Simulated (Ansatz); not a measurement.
**CH₄FS− (built from SMILES CF.[SH-]): a reaction path by the nudged elastic band**

Aim: the minimum-energy path between two given structures and its highest point. Both ends were relaxed at PBE0-D4 in triple zeta.

Computed with Ansatz 0.2.0, Gaussian basis. Level: PBE0-D4/def2-SVPD.

11 further runs of the same task are left out: 1 that didn't finish, 10 set aside as unsound or not needed.

## 1. The system as given

The first end: 7 atoms, charge -1, spin multiplicity 1.

Atoms are counted from 1 here; the program's logs count them from 0.

Bond lengths: F1–C2 1.408 Å, C2–H4 1.088 Å, C2–H5 1.088 Å, C2–H6 1.089 Å, S3–H7 1.346 Å. Angles: F1–C2–H4 109.4°, F1–C2–H5 109.4°, F1–C2–H6 109.1°, H4–C2–H5 109.8°, H4–C2–H6 109.6°, H5–C2–H6 109.6°.

As a file:

| atom | x (Å) | y (Å) | z (Å) |
| --- | --- | --- | --- |
| F1 | -2.1090 | -0.7169 | 0.7600 |
| C2 | -0.8074 | -0.3994 | 0.3254 |
| S3 | 2.3023 | 0.3938 | -0.7246 |
| H4 | -0.8432 | -0.0710 | -0.7114 |
| H5 | -0.4022 | 0.3944 | 0.9497 |
| H6 | -0.1785 | -1.2842 | 0.4064 |
| H7 | 2.0380 | 1.6831 | -1.0055 |

The second end:

| atom | x (Å) | y (Å) | z (Å) |
| --- | --- | --- | --- |
| F1 | -0.62374 | 2.18135 | 1.32153 |
| C2 | 0.12216 | -0.89061 | -0.33662 |
| S3 | 0.64817 | 0.76653 | -0.86435 |
| H4 | 0.48515 | -1.65340 | -1.03430 |
| H5 | -0.96942 | -0.97309 | -0.29485 |
| H6 | 0.51006 | -1.13987 | 0.65715 |
| H7 | -0.17227 | 1.70898 | 0.55145 |

## 2. The band at PBE0-D4/def2-SVPD

Input file neb/in.yaml:

```yaml
crystal:
  periodic: [false, false, false]
  atoms:
    - {symbol: F, position_ang: [-2.108952, -0.716871, 0.760041]}
    - {symbol: C, position_ang: [-0.807414, -0.399368, 0.325420]}
    - {symbol: S, position_ang: [2.302293, 0.393802, -0.724642]}
    - {symbol: H, position_ang: [-0.843222, -0.071011, -0.711384]}
    - {symbol: H, position_ang: [-0.402150, 0.394430, 0.949701]}
    - {symbol: H, position_ang: [-0.178455, -1.284216, 0.406375]}
    - {symbol: H, position_ang: [2.037999, 1.683135, -1.005512]}
basis:
  gaussian: {orbitals: def2-SVPD}
total_charge: -1
hamiltonian: {xc: pbe0, dispersion: d4}
neb:
  images: 5
  climbing: true
  max_iterations: 40
  initial_path: idpp
  final_atoms:
    - {symbol: F, position_ang: [-0.623744, 2.181351, 1.321526]}
    - {symbol: C, position_ang: [0.122164, -0.890608, -0.336620]}
    - {symbol: S, position_ang: [0.648166, 0.766533, -0.864355]}
    - {symbol: H, position_ang: [0.485147, -1.653397, -1.034301]}
    - {symbol: H, position_ang: [-0.969421, -0.973090, -0.294850]}
    - {symbol: H, position_ang: [0.510060, -1.139866, 0.657150]}
    - {symbol: H, position_ang: [-0.172272, 1.708978, 0.551450]}
```

Command:

```sh
$ ansatz run in.yaml --threads 2 --pin off --events-out ev --progress --plain --max-ram 4352MiB
```

Q: Predict the outcome of this session. Wanted: from earlier runs: barrier over the separately found saddle, CCSD(T)/def2-TZVPPD.

The runs gave:

| quantity | value |
| --- | --- |
| PBE0-D4/def2-SVPD, 22 iterations | highest 21.1 kcal/mol (image 1), last end -19.9 kcal/mol |
| from earlier runs: barrier over the separately found saddle, CCSD(T)/def2-TZVPPD | 22.6 kcal/mol |

What this shows: The highest image lies 21.1 kcal/mol above the first end, and it climbed, so it estimates the saddle. The ends are not quite minima at this level (largest force component 0.24 eV/Å), so the heights are unreliable: relaxing the first end would lower it and raise the barrier above it. The highest image is 1.5 kcal/mol below the CCSD(T) barrier in triple zeta, which comes from separate runs on the saddle.
